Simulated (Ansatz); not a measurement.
**CH3NO: vertical ionisation energy**

The task here is to estimate one member of a computed series from the others.

Computed with Ansatz 0.2.0, Gaussian basis. Level: unrestricted cation, the program's frozen cores in correlated methods.

Plan: UKS PBE-D4/def2-TZVPP; UKS r2SCAN-D4/def2-TZVPP; UKS PBE0-D4/def2-TZVPP; UKS B3LYP-D4/def2-TZVPP; UKS wB97X-V/def2-TZVPP; UKS wB97M-V/def2-TZVPP; UKS B2PLYP/def2-TZVPP; UHF-CCSD(T)/def2-TZVPP; UHF-MP2/def2-QZVPP; extrapolation to the limit; then −ε(HOMO) from the neutral's earlier runs with LDA (SPW92), PBE-D4, revPBE-D4, BLYP-D4, r2SCAN-D4, B97M-V, PBE0-D4, B3LYP-D4, r2SCANh-D4, r2SCAN0-D4, HSE06-D4, BHLYP-D4, CAM-B3LYP-D4, LC-ωPBE, ωB97X-V, ωB97M-V.

### The relaxed structure

An earlier PBE0-D4 in a triple-zeta def2 set relaxation fixed the geometry.

SMILES `C=NO`, 6 atoms, charge 0, spin multiplicity 1.

Atoms are counted from 1 here; the program's logs count them from 0.

Bond lengths: C1–N2 1.263 Å, C1–H4 1.083 Å, C1–H5 1.089 Å, N2–O3 1.378 Å, O3–H6 0.961 Å. Angles: N2–C1–H4 116.5°, N2–C1–H5 122.7°, H4–C1–H5 120.7°, C1–N2–O3 112.0°, N2–O3–H6 103.2°.

The first run:

in.yaml reads:

```yaml
crystal:
  periodic: [false, false, false]
  atoms:
    - {symbol: C, position_ang: [-0.641485, 0.274957, -0.529530]}
    - {symbol: N, position_ang: [-0.060359, -0.588501, 0.185932]}
    - {symbol: O, position_ang: [1.092113, -0.093966, 0.757785]}
    - {symbol: H, position_ang: [-1.557885, -0.036868, -1.015309]}
    - {symbol: H, position_ang: [-0.256678, 1.285109, -0.662961]}
    - {symbol: H, position_ang: [1.424286, -0.840732, 1.264072]}
basis:
  gaussian: {orbitals: def2-TZVPP}
total_charge: 1
magnetization: {spin_polarized: true, initial_magnetization: 1}
hamiltonian: {xc: pbe, dispersion: d4}
```

Run with:

```
$ ansatz run in.yaml --threads 4 --pin off --events-out ev --progress --plain --max-ram 10444MiB
```

Steps of the session up to this table: Cation, UKS PBE-D4/def2-TZVPP; Cation, UKS r2SCAN-D4/def2-TZVPP; Cation, UKS PBE0-D4/def2-TZVPP; Cation, UKS B3LYP-D4/def2-TZVPP; Cation, UKS wB97X-V/def2-TZVPP; Cation, UKS wB97M-V/def2-TZVPP; Cation, UKS B2PLYP (frozen core)/def2-TZVPP; Cation, UHF-CCSD(T)/def2-TZVPP; Cation, UHF-MP2/def2-QZVPP.

One table of the session follows, with a row left open; its other results are not shown here.

It belongs to the step «Ionisation energies side by side». Orbital estimates, from the neutral's runs:

```
  functional  −ε(HOMO) (eV)
 LDA (SPW92)           6.63
      PBE-D4           6.42
   revPBE-D4           6.35
     BLYP-D4           6.31
   r2SCAN-D4           6.68
      B97M-V           6.72
     PBE0-D4           7.81
    B3LYP-D4           7.58
  r2SCANh-D4           7.20
  r2SCAN0-D4           7.99
    HSE06-D4              ?
    BHLYP-D4           9.09
CAM-B3LYP-D4           9.24
     LC-ωPBE          10.61
     ωB97X-V          10.22
     ωB97M-V          10.15
```

Estimate the missing values for HSE06-D4.

As computed: −ε(HOMO) (eV): 7.40. In the column «−ε(HOMO) (eV)» it lies between r2SCANh-D4 (7.20) and B3LYP-D4 (7.58).

To keep in mind: The cation may have settled in a state other than its lowest; no search over hole states beyond the program's own was made.
